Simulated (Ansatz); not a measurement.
We consider rutile CrO₂, described by BLYP (plane waves, PAW; Ansatz, a first-principles code).

Numerical settings: plane-wave cutoff 520 eV, 12×12×18 k mesh (along the axes of the cell as run), Fermi–Dirac smearing 0.05 eV, spin-polarised with parallel moments, scalar-relativistic PAW data made under PBE.

Cell (relaxed at this level):

```
CELL_PARAMETERS angstrom
      4.48946     0.00000     0.00000
      0.00000     4.48946     0.00000
      0.00000     0.00000     2.94657
ATOMIC_POSITIONS crystal
  Cr 0.00000 0.00000 0.00000
  Cr 0.50000 0.50000 0.50000
  O  0.30362 0.30362 0.00000
  O  0.80362 0.19638 0.50000
  O  0.19638 0.80362 0.50000
  O  0.69638 0.69638 0.00000
```
Starting moments (μB, in the order of the record's atoms Cr Cr O O O O): 2.5 2.5 0.0 0.0 0.0 0.0.

Task: What does this level give for the bulk modulus, magnetic moment (largest site, within a sphere) and pressure derivative B′ of the bulk modulus?

Result: 
- bulk modulus: 214 GPa
- magnetic moment (largest site, within a sphere): 1.77 μB
- pressure derivative B′ of the bulk modulus: 5.2

The run finds no gap.

Measured, for comparison: bulk modulus 242 ± 2 GPa (temperature not stated, no zero-point or thermal correction, equation of state from high-pressure X-ray diffraction; as tabulated in Datta et al. (2023), arXiv:2307.04584). Computed (rounded) less measured: bulk modulus -12 %.

Note: the bulk modulus comes from volumes at which shape and atoms were relaxed.

Moments are spin moments.

Static lattice: no zero-point or thermal effects.
